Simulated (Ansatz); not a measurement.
**CH5FSi: molecular dynamics**

Aim: follow the molecule's vibrations and see whether its bonds hold. The start is relaxed first. Runs: 300 steps of 0.25 fs at constant energy, with velocities drawn for 700 K. SMILES of the start: C[SiH2]F.

All numbers below are computed with Ansatz 0.2.0 (RHF/def2-SVP).

### 1 The starting structure

Bond lengths: Si1–F2 1.590 Å, Si1–H3 1.460 Å, Si1–H4 1.459 Å, Si1–C5 1.869 Å, C5–H6 1.110 Å, C5–H7 1.110 Å, C5–H8 1.110 Å. Angles: F2–Si1–H3 109.5°, F2–Si1–H4 109.5°, F2–Si1–C5 109.5°, H3–Si1–H4 109.5°, H3–Si1–C5 109.5°, H4–Si1–C5 109.5°, Si1–C5–H6 109.5°, Si1–C5–H7 109.5°, Si1–C5–H8 109.5°, H6–C5–H7 109.4°, H6–C5–H8 109.4°, H7–C5–H8 109.4°.

Coordinates:

```xyz
8

Si    0.0000    0.0000    0.0000
F     0.0000    0.0000    1.5900
H     1.3768    0.0000   -0.4862
H    -0.6877    1.1914   -0.4862
C    -0.8808   -1.5259   -0.6227
H    -1.3804   -2.0377    0.2261
H    -1.6409   -1.2332   -1.3768
H    -0.1449   -2.2146   -1.0879
```

### 2 Relaxing the start

The input, input.yaml:

```yaml
crystal:
  periodic: [false, false, false]
  atoms:
    - { symbol: Si, position_ang: [0.0, 0.0, 0.0] }
    - { symbol: F, position_ang: [0.0, 0.0, 1.59] }
    - { symbol: H, position_ang: [1.3768, 0.0, -0.4862] }
    - { symbol: H, position_ang: [-0.6877, 1.1914, -0.4862] }
    - { symbol: C, position_ang: [-0.8808, -1.5259, -0.6227] }
    - { symbol: H, position_ang: [-1.3804, -2.0377, 0.2261] }
    - { symbol: H, position_ang: [-1.6409, -1.2332, -1.3768] }
    - { symbol: H, position_ang: [-0.1449, -2.2146, -1.0879] }
basis:
  gaussian: { orbitals: def2-SVP }
hamiltonian:
  xc: hf
relax:
  f_tol: 0.02
  max_steps: 40
```

Run with:

```bash
$ ansatz run input.yaml --threads 1 --pin off --max-ram 2048MiB --backend cpu --events-out ev --progress --plain --runs-dir out
```

After this run come: The run.

What does the calculation give? Wanted: relaxation of the start; temperature, first and last step; temperature, second half; potential energy, second half; largest change of the total energy; bonds formed or broken.

The runs gave:

```
                          quantity                          value
           relaxation of the start        9 moves, 0.124 eV lower
                            length           300 steps of 0.25 fs
  temperature, first and last step                  700 and 367 K
          temperature, second half  mean 350 K, from 253 to 523 K
     potential energy, second half    +34 meV/atom from the start
largest change of the total energy                  0.12 meV/atom
            bonds formed or broken                              0
```

The temperature starts at 700 K and averages 350 K in the second half, where it ranges from 253 to 523 K. About half is expected from a start at a minimum: kinetic energy passes into potential energy until both shares match. The total energy strays from its start by at most 0.12 meV/atom, 0.4 % of the mean kinetic energy, so a step of 0.25 fs is short enough over this time. No bond forms or breaks. Averages from a run of 75 fs with 8 atoms are rough. The nuclei move classically, without zero-point motion, which matters most for hydrogen.
